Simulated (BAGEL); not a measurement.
**C2H3S (SMILES [CH]1CS1) at UHF/STO-3G (density fitting with qzvpp-jkfit)**

What is the vertical doublet–quartet gap of C2H3S at UHF/STO-3G (density fitting with qzvpp-jkfit)? 

Program for the calculation: BAGEL 1.2.2.

1 further run of the same task is left out (set aside as unsound or not needed).

### 1 Starting point

The species is C2H3S (6 atoms), meant as a doublet with charge 0. As SMILES, `[CH]1CS1`. The coordinates come from a GFN2-xTB relaxation.

Bond lengths: C1–C2 1.457 Å, C1–S3 1.715 Å, C2–S3 1.830 Å, C1–H4 1.072 Å, C2–H5 1.087 Å, C2–H6 1.082 Å. Angles: C1–C2–S3 61.7°, C2–C1–S3 69.9°, C1–S3–C2 48.4°, C1–C2–H5 122.1°, C1–C2–H6 118.4°, S3–C2–H5 116.3°, S3–C2–H6 113.2°, C2–C1–H4 129.4°, S3–C1–H4 124.5°, H5–C2–H6 114.1°.

### 2 The energy at UHF/STO-3G (density fitting with qzvpp-jkfit)

The input, input.json:

```json
{ "bagel": [

{
  "title": "molecule",
  "basis": "sto-3g",
  "df_basis": "qzvpp-jkfit",
  "angstrom": true,
  "geometry": [
    { "atom": "C", "xyz": [   -0.089520,   -0.880900,    0.217140 ] },
    { "atom": "C", "xyz": [    0.242130,    0.530400,    0.071840 ] },
    { "atom": "S", "xyz": [   -1.517460,    0.038100,   -0.024350 ] },
    { "atom": "H", "xyz": [    0.204900,   -1.715360,   -0.388420 ] },
    { "atom": "H", "xyz": [    0.681530,    0.929580,   -0.838870 ] },
    { "atom": "H", "xyz": [    0.478420,    1.098190,    0.962660 ] }
  ]
},
{ "title": "uhf", "nopen": 1 },
{ "title": "print", "file": "orbitals.molden", "orbitals": true }

]}
```

Started as:

```console
$ BAGEL_NUM_THREADS=1 BAGEL input.json > input.out
```

What it wrote:

```text
* using 1 threads per process

  ===============================================================
  ===============================================================

  *** Geometry ***

  { "atom" : "C", "xyz" : [     -0.169168,     -1.664660,      0.410335 ] },
  { "atom" : "C", "xyz" : [      0.457559,      1.002311,      0.135758 ] },
  { "atom" : "S", "xyz" : [     -2.867584,      0.071999,     -0.046015 ] },
  { "atom" : "H", "xyz" : [      0.387205,     -3.241561,     -0.734007 ] },
  { "atom" : "H", "xyz" : [      1.287905,      1.756652,     -1.585235 ] },
  { "atom" : "H", "xyz" : [      0.904083,      2.075278,      1.819164 ] },

  Number of auxiliary basis functions:      332

  Since a DF basis is specified, we compute 2- and 3-index integrals:
    o Being stored without compression. Storage requirement is 0.001 GB

  Number of basis functions:       22
  Number of electrons      :       31

    * METHOD: MOLECULE                             0.07

  *** Open-shell HF ***

  === Nuclear Repulsion ===
    94.3990160005

      * DIIS with orbital gradients will be used.

  === UHF iteration (sto-3g) ===
      0       -469.57358198          0.02793266           0.01
      1       -469.61383084          0.01142298           0.01
      2       -469.62282870          0.00607239           0.01
      3       -469.62549833          0.00271938           0.01
      4       -469.62785850          0.00083207           0.01
      5       -469.62821564          0.00017476           0.01
      6       -469.62825548          0.00008817           0.01
      7       -469.62827367          0.00004268           0.01
      8       -469.62827757          0.00001697           0.01
      9       -469.62827805          0.00000549           0.01
     10       -469.62827813          0.00000228           0.01
     11       -469.62827816          0.00000125           0.01
     12       -469.62827818          0.00000085           0.01
     13       -469.62827819          0.00000057           0.01
     14       -469.62827820          0.00000032           0.01
     15       -469.62827820          0.00000017           0.01
     16       -469.62827820          0.00000010           0.01
     17       -469.62827820          0.00000006           0.01
     18       -469.62827820          0.00000004           0.01
     19       -469.62827820          0.00000002           0.01
     20       -469.62827820          0.00000001           0.01
    * SCF iteration converged.

    * S^2 (UHF) is 0.7657

    * Permanent dipole moment:
           (   -0.254113,    -0.023162,     0.115520) a.u.

    * METHOD: UHF                                  0.28

    * METHOD: PRINT                                0.00

  ===============================================================
```

Run time: 0.46 s. Hardware: 1 thread of Arm Neoverse V1, shared host.

### 3 The quartet

The input, job.json:

```json
{ "bagel": [

{
  "title": "molecule",
  "basis": "sto-3g",
  "df_basis": "qzvpp-jkfit",
  "angstrom": true,
  "geometry": [
    { "atom": "C", "xyz": [   -0.089520,   -0.880900,    0.217140 ] },
    { "atom": "C", "xyz": [    0.242130,    0.530400,    0.071840 ] },
    { "atom": "S", "xyz": [   -1.517460,    0.038100,   -0.024350 ] },
    { "atom": "H", "xyz": [    0.204900,   -1.715360,   -0.388420 ] },
    { "atom": "H", "xyz": [    0.681530,    0.929580,   -0.838870 ] },
    { "atom": "H", "xyz": [    0.478420,    1.098190,    0.962660 ] }
  ]
},
{ "title": "uhf", "nopen": 3 },
{ "title": "print", "file": "orbitals.molden", "orbitals": true }

]}
```

Started as:

```console
$ BAGEL_NUM_THREADS=1 BAGEL job.json > job.out
```

What it wrote:

```text
* using 1 threads per process

  ===============================================================
  ===============================================================

  *** Geometry ***

  { "atom" : "C", "xyz" : [     -0.169168,     -1.664660,      0.410335 ] },
  { "atom" : "C", "xyz" : [      0.457559,      1.002311,      0.135758 ] },
  { "atom" : "S", "xyz" : [     -2.867584,      0.071999,     -0.046015 ] },
  { "atom" : "H", "xyz" : [      0.387205,     -3.241561,     -0.734007 ] },
  { "atom" : "H", "xyz" : [      1.287905,      1.756652,     -1.585235 ] },
  { "atom" : "H", "xyz" : [      0.904083,      2.075278,      1.819164 ] },

  Number of auxiliary basis functions:      332

  Since a DF basis is specified, we compute 2- and 3-index integrals:
    o Being stored without compression. Storage requirement is 0.001 GB

  Number of basis functions:       22
  Number of electrons      :       31

    * METHOD: MOLECULE                             0.07

  *** Open-shell HF ***

  === Nuclear Repulsion ===
    94.3990160005

      * DIIS with orbital gradients will be used.

  === UHF iteration (sto-3g) ===
      0       -469.37705867          0.01986567           0.01
      1       -469.41148141          0.00752947           0.01
      2       -469.41801946          0.00350122           0.01
      3       -469.42039300          0.00083668           0.01
      4       -469.42063854          0.00042052           0.01
      5       -469.42070062          0.00021852           0.01
      6       -469.42072351          0.00012788           0.01
      7       -469.42073120          0.00008680           0.01
      8       -469.42073739          0.00003220           0.01
      9       -469.42073808          0.00001933           0.01
     10       -469.42073831          0.00000976           0.01
     11       -469.42073837          0.00000339           0.01
     12       -469.42073838          0.00000141           0.01
     13       -469.42073838          0.00000046           0.01
     14       -469.42073838          0.00000020           0.01
     15       -469.42073838          0.00000009           0.01
     16       -469.42073838          0.00000004           0.01
     17       -469.42073838          0.00000002           0.01
     18       -469.42073838          0.00000001           0.01
     19       -469.42073838          0.00000001           0.01
    * SCF iteration converged.

    * S^2 (UHF) is 3.7719

    * Permanent dipole moment:
           (    0.383069,     0.171491,     0.135575) a.u.

    * METHOD: UHF                                  0.25

    * METHOD: PRINT                                0.00

  ===============================================================
```

Wall time 0.44 s (1 thread of Arm Neoverse V1, shared host).

### 4 Summary of results

At UHF/STO-3G (density fitting with qzvpp-jkfit):

| quantity | value |
| --- | --- |
| doublet: total energy | -469.62828 Eh |
| doublet: dipole moment | 0.71 D |
| doublet: ⟨S²⟩ | 0.766 |
| quartet: total energy | -469.42074 Eh |
| quartet: dipole moment | 1.12 D |
| quartet: ⟨S²⟩ | 3.772 |
| vertical energy of the quartet above the doublet | 5.647 eV |

What this shows: At this shape the quartet lies 5.65 eV (130 kcal/mol) above the doublet. In a minimal basis such a difference can be off by several eV, whatever the method.
